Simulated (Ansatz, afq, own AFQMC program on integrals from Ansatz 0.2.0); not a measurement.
**Mn, sextet → Mn⁺, septet**

A free Mn atom.

E(septet, charge +1) − E(sextet, charge +0) at this geometry, on UHF and UHF determinants.

Basis def2-TZVPP. Only valence electrons are correlated. Integrals, coupled cluster, full CI and functionals: Ansatz 0.2.0; the random walks run on the same integrals in our own AFQMC program. ph-AFQMC/CISD is guided by a CISD state made of CCSD amplitudes; releasing the constraint for a short imaginary time cuts its bias at the price of noise, slowly where states lie close. Error bars are statistical, one sigma. The metal's outer-core s and p shells are frozen, which shifts wave-function levels against functionals. The errors of all members are added in quadrature.

No full CI on the walks' own integrals is used here; CCSDT(Q) serves as the reference and is uncertain by about the last step of the cluster series. Each member takes its own surest rung, up to full CI.

Errors are counted within def2-TZVPP, not against nature.

Cautions: no relativity below Rb; outer-core shells of the metal frozen.

Reference (CCSDT(Q)): 695.9 kJ/mol.

```csv
level,vertical ionization energy (kJ/mol),error against CCSDT(Q) (kJ/mol)
HF,576.8,-119.1
MP2,665.0,-30.9
CCSD,688.1,-7.7
CCSD(T),694.7,-1.2
CCSDT,695.7,-0.2
ph-AFQMC/HF,691.2 ± 1.8,-4.7 ± 1.8
ph-AFQMC/CISD,695.0 ± 0.2,-0.9 ± 0.2
released AFQMC,695.7 ± 0.3,-0.2 ± 0.3
```

Correlation beyond CCSD(T) adds 1.2 kJ/mol. The perturbative (T) step is worth +6.6 kJ/mol.

A walk keeps the symmetry of its determinant, which the program's search chose and which needn't be the lowest solution, so a lower state of the same spin and another symmetry isn't excluded. Released energies are given only where the last usable release times agree within the noise; a slower fall can still hide under it.
